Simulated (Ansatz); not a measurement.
Static dielectric constant along a series of related solids, from r²SCAN (Ansatz, a program for electronic structure, plane waves, PAW).

```
solid                               r²SCAN  measured
----------------------------------  ------  --------
zinc-blende GaN (metastable phase)    9.95         –
zinc-blende GaP                       11.4     11.1‡
zinc-blende GaAs                      13.6     12.3¶
zinc-blende GaSb                      16.8     15.7‡
```

r²SCAN less measured, from the printed values: zinc-blende GaP‡ +2.7 %, zinc-blende GaAs +10.6 %, zinc-blende GaSb‡ +7.0 %.

A member of the series is missing where a level wasn't run or failed, where a doubt is noted on the run or the magnetic state, for phases of high temperature or layered ones, and where values are held back for tests.

Spin–orbit coupling is left out, also for the solids with elements from indium on (zinc-blende GaSb); its size isn't shown.

A dash: no measured value is used.

Each level is taken at its own relaxed cell. Ansatz's density-functional and Hartree–Fock values are scalar-relativistic unless marked +SOC, with PAW data made under PBE.

Measured values are for low temperature or corrected to a static lattice; ‡ marks uncorrected values at room or unstated temperature. References as tabulated in Souza, Íñiguez, Vanderbilt, First-principles approach to insulators in finite …; Strzalkowski et al. (1976), doi:10.1063/1.88755; Rakita et al. (2019), arXiv:1907.03971.

¶ marks references of a special kind: zinc-blende GaAs, 12.3 ± 0.09 (measured, 0 K, extrapolated linearly to 0 K from 100-300 K capacitance; as tabulated in Strzalkowski et al. (1976), doi:10.1063/1.88755).
